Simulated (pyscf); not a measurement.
Optimised with ωB97X-D3(BJ)/def2-SVP in PySCF. Correlated levels are frozen-core, on RHF or UHF. ΔMP2 is the change of the MP2 total energy from the triple- to the quadruple-zeta basis.

Q: List the bond dissociation enthalpies at 298 K of H₂Si=PH (SMILES [SiH2]=P) from CCSD(T)/def2-TZVPP + ΔMP2(QZVPP), from the weakest bond up.

A: H–P to H₂Si=P• + H•: 80.6 kcal/mol; H–Si to [HSi=PH]• + H•: 85.8 kcal/mol. Ring and multiple bonds, and those that leave no two simple radicals, are not listed. The radicals are drawn with the spin at the cut bond; how far it spreads was not checked. [HSi=PH]• lies 5.2 kcal/mol over its isomer H₂Si=P•, and others may lie lower still (electronic energy, ωB97M-D3(BJ)). Other isomers of H₂Si=P• were not searched in full and may lie lower. The CCSD(T) − MP2 part came from Ansatz, without density fitting, on the same reference. An open-shell T1 diagnostic exceeds 0.045. A UHF reference is spin-contaminated (<S²> up to 1.15), which harms MP2 most.
